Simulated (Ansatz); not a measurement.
# SiNH5 (singlet): wave-function methods side by side at a displaced geometry (v1), cc-pVDZ

One table from this session's results is given with a row withheld; the runs are named, their logs left out.

Method: cc-pVDZ, core rule «outside noble gas», up to 6 orbitals frozen; program: Ansatz 0.2.0, Gaussian basis.

The runs, in order: UHF; CCSD(T) on RHF; BCCD(T) on RHF; CISD; CCSDT(Q) on RHF; CASSCF and NEVPT2, 8 electrons in 8 orbitals.

11 further runs of the same task are left out: 3 that didn't finish, 8 set aside as unsound or not needed.

## The geometry

The geometry is a PBE0/def2-TZVP stationary point (not a proven minimum) with its atoms shifted at random (size 0.040 Å).

7 atoms, charge 0, spin multiplicity 1.

Atoms are counted from 1 here; the program's logs count them from 0.

Bond lengths: Si1–N2 1.732 Å, Si1–H3 1.457 Å, Si1–H4 1.436 Å, Si1–H5 1.557 Å, N2–H6 1.031 Å, N2–H7 1.066 Å. Angles: N2–Si1–H3 105.5°, N2–Si1–H4 108.1°, N2–Si1–H5 111.9°, H3–Si1–H4 110.8°, H3–Si1–H5 112.2°, H4–Si1–H5 108.2°, Si1–N2–H6 121.1°, Si1–N2–H7 118.6°, H6–N2–H7 110.3°.

The first run:

File in.yaml:

```yaml
crystal:
  periodic: [false, false, false]
  atoms:
    - {symbol: Si, position_ang: [-0.008332, 0.003716, 0.580675]}
    - {symbol: N, position_ang: [0.056031, -0.012426, -1.149613]}
    - {symbol: H, position_ang: [0.734419, -1.173801, 1.010128]}
    - {symbol: H, position_ang: [0.631640, 1.204754, 1.039931]}
    - {symbol: H, position_ang: [-1.473544, 0.000248, 1.107862]}
    - {symbol: H, position_ang: [-0.242375, -0.841089, -1.685031]}
    - {symbol: H, position_ang: [-0.196620, 0.879021, -1.677521]}
basis:
  gaussian: {orbitals: cc-pVDZ}
magnetization: {spin_polarized: true, initial_magnetization: 0}
hamiltonian: {xc: hf}
output: {orbitals: {seedname: orbitals}}
```

On the command line:

```bash
$ ansatz run in.yaml --threads 1 --pin off --events-out ev --progress --plain --max-ram 2176MiB
```

Among the steps run: UHF; CCSD(T) on RHF; BCCD(T) on RHF; CISD; CCSDT(Q) on RHF; CASSCF and NEVPT2, 8 electrons in 8 orbitals.

One of the session's tables, all rows but one given; the rest of the session is left out.

It belongs to the step «Misses and costs». 

```
         method  from RCCSDT(Q) (meV)
            RHF               +8905.2
           RMP2               +1178.6
           CISD                +986.3
          RCCSD                +224.4
       RCCSD(T)                 +34.0
        BCCD(T)                 +33.2
         RCCSDT                 +15.2
      RCCSDT(Q)                     0
CASSCF frontier                     ?
NEVPT2 frontier               +1374.5
```

**Question.** Estimate the row for CASSCF frontier.

As computed: from RCCSDT(Q) (meV): +5932.7. In the column «from RCCSDT(Q) (meV)» it lies between NEVPT2 frontier (+1374.5) and RHF (+8905.2).
